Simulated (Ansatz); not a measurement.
C2H4ClF (`FCCCl`). Total charge 0; spin multiplicity 1.

```tsv
atom	x (Å)	y (Å)	z (Å)
F1	-0.9457	-1.4809	-0.1023
C2	-0.7397	-0.1529	0.1907
C3	0.6988	0.2233	-0.0164
Cl4	1.1626	0.1857	-1.7323
H5	-1.3993	0.4454	-0.4435
H6	-1.0027	0.0073	1.2427
H7	1.3566	-0.4650	0.5137
H8	0.8695	1.2371	0.3474
```

Problem. What are the harmonic wavenumbers in cm⁻¹ at PBE0-D4/def2-TZVP (Ansatz, finite differences of forces, unscaled)? (Estimate.)

Solution. Computed: 132, 287, 469, 701, 859, 982, 1065, 1127, 1222, 1276, 1330, 1421, 1458, 1490, 3046, 3094, 3110, 3158.

Problem. Is this a minimum?

Solution. Yes, all 18 modes are real.

Problem. Give the ideal-gas thermochemistry at 298.15 K and 1 bar (rigid rotor, harmonic oscillator; point group C1, symmetry number 1).

Solution. Zero-point energy 156.9 kJ/mol; H(298) − E = 171.2 kJ/mol; entropy 294.9 J/(mol·K), of which translation 163.9, rotation 106.0, vibration 25.0; G(298) − E = 83.3 kJ/mol.

Problem. And at 400, 500, 600, 800 and 1000 K?

Solution. 
```csv
T (K),H − E (kJ/mol),S (J/mol/K),G − E (kJ/mol)
400,178.8,316.7,52.1
500,187.7,336.6,19.4
600,197.9,355.1,-15.1
800,221.3,388.6,-89.6
1000,247.6,417.9,-170.3
```

Problem. Rotational constants (cm⁻¹)?

Solution. 0.4604, 0.1088, 0.09549.
